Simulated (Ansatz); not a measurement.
# AlBCl: the cost of one run

Method: the settings change from run to run; program: Ansatz 0.2.0, Gaussian basis.

19 further runs of the same task are left out: 3 for a known fault of the program, 5 that didn't finish, 11 set aside as unsound or not needed.

**1. What is computed**

The geometry is a PBE0/def2-TZVP stationary point (not a proven minimum) with its atoms shifted at random (size 0.100 Å).

3 atoms, charge 0, spin multiplicity 2.

Atoms are counted from 1 here; the program's logs count them from 0.

Bond lengths: B1–Al2 2.160 Å, Al2–Cl3 2.096 Å. Angles: B1–Al2–Cl3 122.5°.

**2. CISD/pcseg-2**

Input file in.yaml:

```yaml
crystal:
  periodic: [false, false, false]
  atoms:
    - {symbol: B, position_ang: [0.103452, 0.770443, -2.412674]}
    - {symbol: Al, position_ang: [-0.061422, -0.536393, -0.701196]}
    - {symbol: Cl, position_ang: [0.015199, 0.173284, 1.269364]}
basis:
  gaussian: {orbitals: pcseg-2}
magnetization: {spin_polarized: false, initial_magnetization: 1}
correlation: {active_space: {ras: {orbitals: [6, 1, 80], electrons: 13, max_holes: 2, max_particles: 2}, fixed_orbitals: true}}
```

Command:

```sh
ansatz run in.yaml --threads 1 --pin off --events-out ev --progress --plain --max-ram 2393MiB
```

**Question.** How long does this run take on 1 thread of Intel Xeon Platinum 8259CL at 2.50GHz, shared host, and how much memory does it need?

About 62 s, with a peak of 0.51 GiB.
